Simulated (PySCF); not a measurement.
**C4H10O: core ionisation energies**

Species: methyl propyl ether, C₄H₁₀O.
SMILES with atom numbers: `[CH3:1][CH2:2][CH2:3][O:4][CH3:5]`

Computed, not measured: delta-SCF UKS SCAN, pcX-2 on the ionised atom, pcseg-1 elsewhere, spin-free X2C (PySCF 2.14.0). Vertical ΔSCF values, vacuum level as zero.

Question: List the computed XPS lines with their assignment.

Answer: 
```json
{"atom(s)": "O4", "bonded to": "2 C", "level": "O 1s", "binding energy (eV)": "538.31", "above the level's lowest (eV)": "0.00", "count": "1"}
{"atom(s)": "C5", "bonded to": "O and 3 H", "level": "C 1s", "binding energy (eV)": "292.13", "above the level's lowest (eV)": "+1.57", "count": "1"}
{"atom(s)": "C3", "bonded to": "O, C and 2 H", "level": "C 1s", "binding energy (eV)": "291.91", "above the level's lowest (eV)": "+1.35", "count": "1"}
{"atom(s)": "C1", "bonded to": "C and 3 H", "level": "C 1s", "binding energy (eV)": "290.70", "above the level's lowest (eV)": "+0.14", "count": "1"}
{"atom(s)": "C2", "bonded to": "2 C and 2 H", "level": "C 1s", "binding energy (eV)": "290.56", "above the level's lowest (eV)": "0.00", "count": "1"}
```

Lowest listed C 1s: C2, bonded to 2 C and 2 H. Highest, 1.57 eV above it: C5, bonded to O and 3 H. The widest gap between neighbouring values is 1.21 eV, between 290.70 and 291.91 eV. Summing the Pauling electronegativity differences to the bonded atoms, each weighted by its formal bond order, gives -0.70 for the lowest site and -0.16 for the highest; the largest sum, +0.19, belongs to C3, 0.22 eV below the top. The smallest sum, -1.05, belongs to C1, 0.14 eV above the lowest.

Question: Express the binding energy of O 1s of O4 in atomic units and per mole.

Answer: 538.31 eV = 19.7825 Eh = 51939 kJ/mol.

The structure is a single PBE0-D3(BJ)/def2-SVP conformer in the gas phase; no vibrational or solvent corrections.

The run took 32 s wall on an Arm Neoverse V2 with one thread, no GPU, on a shared host.

The values belong to the conformer `[CH3:1][CH2:2][CH2:3][O:4][CH3:5]`: C1–C2–C3–O4 180°, C2–C3–O4–C5 180°.
